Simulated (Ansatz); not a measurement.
Compare A (`COC(F)F`) with its isomer B (`CC(O)(F)F`).

Program: Ansatz. Geometries: PBE0-D4/def2-TZVP. ΔE: electronic, gas phase. CBS: MP2 limit from def2 TZ/QZ plus the TZ coupled-cluster correction, frozen cores. Functionals use def2-TZVPP. One conformer a species, not always the lowest.

A:

```xyz
9

C     0.988   -0.594    0.312
O     0.199    0.564    0.524
C    -0.886    0.639   -0.275
F    -1.816   -0.292    0.070
F    -1.439    1.842   -0.092
H     1.289   -0.677   -0.738
H     1.875   -0.479    0.931
H     0.450   -1.497    0.609
H    -0.659    0.494   -1.340
```

B:

```xyz
9

C    -0.545   -0.261   -0.850
C     0.209    0.282    0.325
O     0.698   -0.716    1.099
F     1.229    1.090   -0.090
F    -0.589    1.100    1.073
H    -1.377   -0.867   -0.496
H     0.121   -0.875   -1.454
H    -0.921    0.568   -1.446
H     1.174   -0.322    1.840
```

Q: Which is lower in electronic energy at CCSD(T)/CBS, and by how much? (Best estimate.)

A: The calculation gave: B, by 19.7 kcal/mol.

Q: Give E(B) − E(A) in kcal/mol with CCSD/def2-TZVPP, B2PLYP, PBE-D4, LDA (SPW92), CCSD(T)/def2-TZVPP, ωB97M-V, HF/def2-TZVPP. (Estimate.)

A: The calculation gave: CCSD/def2-TZVPP -18.8, B2PLYP -18.5, PBE-D4 -18.6, LDA (SPW92) -20.3, CCSD(T)/def2-TZVPP -18.9, ωB97M-V -19.8, HF/def2-TZVPP -17.3. None reverses the order clearly.

Q: Does the order hold for the free energy at 298.15 K (harmonic terms from PBE0-D4)? (Best estimate.)

A: Ansatz gave: Yes: G(B) − G(A) = -19.9 kcal/mol, for one conformer each.

Largest T1 diagnostic: 0.011.

Leaving LDA and LC-ωPBE aside and taking each functional with its dispersion term where it has one, the values, not all of them listed here, spread over 2.8 kcal/mol, from r2SCAN0-D4 to BLYP-D4. LDA lies −1.8 kcal/mol from PBE without D4. In def2-TZVPP, CCSD(T) changes the Hartree–Fock value by −1.6 kcal/mol (the triples alone add −0.1 kcal/mol) and MP2 by −2.5 kcal/mol.
